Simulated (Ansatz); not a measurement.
CH4FNS, SMILES `NC(F)S`, relaxed with RKS PBE0-D4/def2-TZVP in Ansatz from a PBE-D4/def2-SVP geometry. The force threshold is 0.005 eV/Å; the program also tests the step.

Total charge 0; spin multiplicity 1.

Start:

```xyz
8

N    -0.826    0.088    0.964
C     0.333    0.126    0.156
F     0.806    1.421    0.047
S    -0.003   -0.517   -1.566
H    -1.674    0.390    0.470
H    -0.978   -0.824    1.402
H     1.130   -0.494    0.618
H     1.212   -0.191   -2.091
```

**Question.** How much energy does the relaxation release, and in how many steps? (Best estimate.)

**Answer.** Computed: 0.91 kcal/mol, in 9 steps.

**Question.** Which bonds change most? (Best estimate.)

**Answer.** Computed: C2–S4 from 1.868 to 1.827 Å; C2–H7 from 1.111 to 1.091 Å; S4–H8 from 1.363 to 1.343 Å; N1–H5 from 1.027 to 1.011 Å.

**Question.** Give the relaxed structure. (An estimate is asked.)

**Answer.** Computed: 
```xyz
8

N    -0.830    0.088    0.937
C     0.330    0.111    0.142
F     0.821    1.395    0.057
S    -0.002   -0.489   -1.551
H    -1.672    0.346    0.440
H    -0.952   -0.776    1.441
H     1.107   -0.500    0.603
H     1.198   -0.175   -2.069
```
